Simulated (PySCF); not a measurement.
One of the candidates below gave these computed data.

All candidates are C3H5Cl.

| technique | computed result |
| --- | --- |
| XPS | Cl2p3/2 205.8, C1s 290.7, C1s 291.1, C1s 292.5, Cl1s 2828.4 eV [ΔSCF SCAN, pcX-2 on the ionised atom, pcseg-1 elsewhere, spin-free X2C, 2p3/2 from a spin–orbit splitting computed afterwards within the 2p shell] |
| 1H NMR | chemical shifts (computed TMS as zero) by class: 6.18 (1 H), 5.47 (1 H), 5.36 (1 H), 3.85 (2 H) ppm [GIAO HF/pcSseg-2] |
| Dipole | 2.20 D [HF/pcSseg-2] |
| NMR, other nuclei | isotropic shieldings of nuclei other than C and H, by class: 883 (1 Cl) ppm [GIAO HF/pcSseg-2] |
| Rotational structure | rotational constants A, B, C: 22.634, 2.761, 2.675 GHz [PBE0-D3(BJ)/def2-SVP] |
| 13C NMR | chemical shifts (computed TMS as zero) by class: 147.4 (1 C), 125.8 (1 C), 47.1 (1 C) ppm [GIAO HF/pcSseg-2] |

The electronic properties come from PySCF, for the isolated species, density fitting. Levels stand in brackets. The structure is a single PBE0-D3(BJ)/def2-SVP conformer in the gas phase; no vibrational or solvent corrections. Each NMR value is the plain mean over a class of atoms that symmetry, rotation or inversion makes alike.

**Question.** Which candidate is it?
A. `ClC1CC1`
B. `C/C=C/Cl`
C. `C/C=C\Cl`
D. `C=CCCl`

**Answer.** D. It is `C=CCCl`. Numbering: `[CH2:1]=[CH:2][CH2:3][Cl:4]`. Its formula, C3H5Cl, gives 1 degree of unsaturation: 0 rings and 1 π bond in the structure found. 3 carbons fall into 3 classes; from least to most shielded: alkene CH carbon [C2] (147.4 ppm), terminal =CH2 carbon [C1] (125.8 ppm), sp3 C–Cl carbon [C3] (47.1 ppm). Hydrogen classes from least to most shielded: 1 H on an alkene CH carbon, C2 (6.18 ppm), 1 H on a terminal =CH2 carbon, C1 (5.47 ppm), 1 H on a terminal =CH2 carbon, C1 (5.36 ppm), 2 H on an sp3 C–Cl carbon, C3 (3.85 ppm). The other shieldings belong to: 883 ppm, alkyl chlorine [Cl4]. The core levels belong to: Cl2p3/2 205.8 eV, alkyl chlorine [Cl4]; C1s 290.7 eV, terminal =CH2 carbon [C1]; C1s 291.1 eV, alkene CH carbon [C2]; C1s 292.5 eV, sp3 C–Cl carbon [C3]; Cl1s 2828.4 eV, alkyl chlorine [Cl4]. The optimised geometry has point group C1 and is an asymmetric top.

The others, at the same levels:
- `C/C=C\Cl` fails: its computed 13C shifts are 139.6 (1 C), 131.6 (1 C), 13.4 (1 C) ppm, core binding energies are Cl2p3/2 206.2, C1s 290.8, C1s 291.1, C1s 291.8, Cl1s 2828.8 eV and 1H shifts are 6.12 (1 H), 5.92 (1 H), 1.90 (3 H) ppm.
- `ClC1CC1` fails: its computed core binding energies are Cl2p3/2 206.0, C1s 291.1 (×2), C1s 292.3, Cl1s 2828.6 eV, rotational constant A is 16.719 GHz (against 22.634 GHz) and smallest rotational constant is 3.609 GHz (against 2.675 GHz).
- `C/C=C/Cl` fails: its computed core binding energies are Cl2p3/2 206.2, C1s 290.8, C1s 291.2, C1s 291.8, Cl1s 2828.8 eV, rotational constant A is 41.598 GHz (against 22.634 GHz) and smallest rotational constant is 2.344 GHz (against 2.675 GHz).

Each candidate is one conformer, not necessarily the lowest. The conformers computed, where there is a choice (atom-mapped SMILES and torsion angles):
- `[CH2:1]=[CH:2][CH2:3][Cl:4]`: C1–C2–C3–Cl4 124°
